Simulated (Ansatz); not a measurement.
CaB6-type CaB6, treated with G0W0@PBEsol (hard PAW, contour deformation; Ansatz, an electronic-structure program).

The cell has the measured lattice parameters. Conventional cell: a = 4.1450 Å, b = 4.1450 Å, c = 4.1450 Å, α = 90.00°, β = 90.00°, γ = 90.00°.

One run with a 4×4×4 mesh, response cutoff 150 eV and 546 empty bands, not extrapolated in mesh or basis; no spin–orbit coupling.

Some levels at Γ in eV, each set counted from its highest filled level:

| row | degeneracy | PBEsol | quasiparticle |
|---|---|---|---|
| 1 | 1 | -14.29 | (withheld) |
| 2 | 1 | -6.35 | -6.48 |
| 3 | 3 | -6.13 | (withheld) |
| 4 | 2 | -4.12 | (withheld) |
| 5 | 3 | 0.00 | 0.00 |
| 6 | 2 or more | 3.96 | (withheld) |

Q: Complete the blanks.

A: 
- 1, quasiparticle: -14.61
- 3, quasiparticle: -6.36
- 4, quasiparticle: -4.41
- 6, quasiparticle: 4.82

Levels within 5 meV count as one row.

Note: the boron position of this cell differs from later refinements; cell and atoms aren't relaxed at this level.
